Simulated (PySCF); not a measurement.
## Computed spin Hamiltonian

Compound: SiF₂ (triplet state).
Numbering: `[F:1][Si:2][F:3]`

Geometry (GFN2-xTB, Å), atoms numbered from 1 in this order:
```
atom  x, y, z in Å
F1    -1.292   -0.336   -0.002
Si2    0.000    0.656   -0.012
F3     1.303   -0.323    0.001
```

Computed with UKS B3LYP, pcH-1 on F Si, non-relativistic, mean-field spin-orbit, GIAO (PySCF). Geometry: GFN2-xTB; no solvent, vibrations or thermal averaging. This triplet need not be the ground state; the singlet was not compared here. The geometry wasn't refined by DFT: couplings that depend on bond lengths, twists or pyramidal angles can differ widely from those at the functional's own minimum, by a factor of two or more for some ions and for spin on atoms past the first row.

* g1, g2, g3: 1.99929, 1.99979, 2.00206
* g_iso: 2.00038
* Form of g: rhombic: the two nearest values differ by 18 % of g3 − g1
* ⟨S²⟩: 2.0015 (exact 2.0000)
* HOMO–LUMO gap, α and β orbitals: 4.78, 5.88 eV

Hyperfine couplings atom by atom, in MHz; T1 to T3 are the principal values of the dipolar part; ρ(0) is the spin density at the nucleus:

```csv
atom,isotope,a_iso,of which spin–orbit,T1,T2,T3,Mulliken spin population,ρ(0) (bohr⁻³)
F1,19F,152.1,2.1,-174.6,31.8,142.8,0.12,0.0713
Si2,29Si,-981.0,1.5,-90.2,9.7,80.5,1.76,2.2109
F3,19F,152.1,2.1,-174.6,31.7,143.0,0.12,0.0713
```

Largest spin populations (Mulliken): Si2 (+1.76), F3 (+0.12) and F1 (+0.12). Si2 is the only atom above +0.15.

Axes: g3 is normal to the molecular plane.

The 29Si coupling of Si2 (-981.0 MHz) shows only in satellite lines or after enrichment, since that isotope makes up about 4.7 % of natural silicon.
